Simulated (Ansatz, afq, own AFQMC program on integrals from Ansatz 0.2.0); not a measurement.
AFQMC on a folder of integrals that Ansatz 0.2.0 wrote.

```yaml
crystal:
  periodic: [false, false, false]
  atoms:
    - {symbol: N, position_ang: [0.000000, 0.000000, 1.503167]}
    - {symbol: B, position_ang: [0.000000, 0.000000, 0.169267]}
    - {symbol: P, position_ang: [0.000000, 0.000000, -1.672433]}
basis:
  gaussian: {orbitals: cc-pVDZ}
total_charge: 1
magnetization: {spin_polarized: true, initial_magnetization: 4}
correlation: {method: ccsd_t, electrons: outside_noble_gas, hamiltonian_folder: ham}
```

```sh
$ ansatz run in.yaml --threads 1 --pin off --events-out ev --progress --plain --max-ram 1382MiB
```

Options of the walk:

```
--method phaseless --trial cisd --walkers 60 --populations 1 --least-time 40 --time-step 0.005 --steps-per-block 50 --equilibration-blocks 28 --max-blocks 300 --target-error 0.00042 --factor-cut 1e-05 --start spin_pure --seed 233 --release-times 0.24,0.51,0.99,1.62,2.4 --release-step 0.03 --release-every 4 --taylor-order 6
```

Times are imaginary, in 1/Eh. The walk had a cap of 1561 s.

Log:

```
orbitals 39  electrons 8 4  factors 298 of 461
reference energy -419.46398164 Eh
CCSD correlation -0.24968596 Eh in 12 cycles, weight of the determinant in the CISD state 0.8772
energy of the start -419.712578 Eh
 block  time / (1/Eh)  mean weight  energy / Eh
     1     0.250  0.9998  -419.709696
     2     0.500  0.9977  -419.711545
     3     0.750  1.0019  -419.712975
     4     1.000  1.0008  -419.715804
     5     1.250  1.0000  -419.719345
     7     1.750  1.0025  -419.722273
     9     2.250  1.0011  -419.720278
    17     4.250  0.9979  -419.718602
    33     8.250  1.0000  -419.724106
    49    12.250  1.0020  -419.727545
    65    16.250  0.9995  -419.722186
    81    20.250  1.0019  -419.720495
    97    24.250  1.0024  -419.720203
   113    28.250  1.0006  -419.715926
   129    32.250  1.0018  -419.717916
   145    36.250  0.9984  -419.717529
   161    40.250  0.9977  -419.730545
   177    44.250  0.9992  -419.716293
   193    48.250  1.0007  -419.725863
   209    52.250  0.9996  -419.717611
   225    56.250  0.9996  -419.720466
   241    60.250  1.0008  -419.718643
   257    64.250  0.9987  -419.726998
   273    68.250  0.9988  -419.718519
   289    72.250  0.9996  -419.729337
   305    76.250  1.0013  -419.721869
   321    80.250  0.9990  -419.721690
blocks merged  error / Eh  count
     1  0.000254  300
     2  0.000312  150
     4  0.000389  75
     8  0.000504  37
    16  0.000421  18
    32  0.000417  9
released: time / (1/Eh)  energy / Eh  error  mean overlap
  0.24  -419.721131  0.000503  1.0212
  0.51  -419.721806  0.000430  1.0170
  0.99  -419.721923  0.000433  1.0146
  1.62  -419.722956  0.000563  1.0143
  2.40  -419.723061  0.000784  1.0128
energy -419.721487 +/- 0.000504 Eh
(rows thinned)
```

The run passed its tests (sampling time, drift between the halves within three errors, error under three times the target), which doesn't prove that it has relaxed.

Against this walk (error 13.7 meV) on the same determinant: CCSD(T) 15.5 meV higher (within the noise), CCSDT(Q) 38.9 meV lower. The error is statistical and leaves out the bias of the constraint. Released to 2.40 1/Eh the energy moves by -43 ± 25 meV (both errors), within twice the noise.

Cautions: constraint bias not in the error; error above the target (13.7 against 11.4 meV); another spin lies lower.

The walk took 10 min on 1 thread of Arm Neoverse V1, on a shared host. The log's last line is the phaseless energy.

CCSDT and higher add their correlation energy to the determinant of the CCSD(T) run, since their own runs factorise the integrals more tightly (a shift of under 2 meV). A walk keeps the symmetry of its determinant, which the program's search chose and which needn't be the lowest solution, so a lower state of the same spin and another symmetry isn't excluded.
